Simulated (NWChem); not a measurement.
Correlation energy of methylamine (CH$_{5}$N)

```
C
H 1 1.1017
H 1 1.1017 2 106.33
H 1 1.1109 2 107.02 3 114.13
N 1 1.4464 2 109.84 3 -118.80
H 5 1.0177 1 110.59 2 -63.08
H 5 1.0177 6 106.10 1 119.97
```
Charge 0, spin multiplicity 1.

Program: NWChem. All single points use one geometry, from PBE0/def2-SVP, a minimum by its harmonic frequencies.

Basis set: cc-pVDZ. Each correlation energy counts from its own Hartree-Fock reference.

```
method        correlation energy (mHa)  difference from CCSD(T)
------------  ------------------------  -----------------------
CR-CCSD[T]                      -363.6                     +1.4
CCSD+T(CCSD)                    -365.2                     -0.2
MP2                             -325.9                    +39.1
SCS-MP2                         -327.4                    +37.6
CCSD(T)                         -365.0                      0.0
RI-MP2                          -325.8                    +39.2
CR-CCSD(T)                      -363.4                     +1.6
CCSD                            -356.5                     +8.4
```

The values span 39.4 mHa, from CCSD+T(CCSD) (lowest) to RI-MP2 (highest). 

The correlated methods keep 2 core orbitals frozen. Differences from the coupled-cluster row are differences between methods, not errors against experiment.
